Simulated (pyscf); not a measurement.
Thermochemistry of product channels of H₃C–AlH₂ + ethylene (H₂C=CH₂) on the singlet surface, in kJ/mol, from ωB97M-D3(BJ)/def2-TZVP energies (ideal gas, 1 atm, RRHO with modes under 100 cm⁻¹ raised to 100, one conformer, R ln 2 for chiral ones without a mode under 150 cm⁻¹). PySCF, gas phase, ωB97X-D3(BJ)/def2-SVP geometries.

| products | ΔE | ΔH(298 K) | ΔG(600 K) | ΔG(900 K) |
|---|---|---|---|---|
| H₃C–CH₂–CH₂–AlH₂ | -93.5 | -79.6 | +16.0 | +63.0 |
| H₂C=CH–AlH–CH₃ + hydrogen (H₂) | +11.0 | +1.9 | +16.3 | +19.5 |

The channel to H₃C–CH₂–CH₂–AlH₂ turns unfavourable between 298 and 1200 K (ΔG from -32.1 kJ/mol to +108.9 kJ/mol).

These are energies of the channels, which say nothing of barriers. H₃C–CH₂–CH₂–AlH₂ lies 102.4 kJ/mol over its isomer H₃C–Al(CH₃)–CH₃ (electronic energy, ωB97M-D3(BJ)/def2-TZVP).
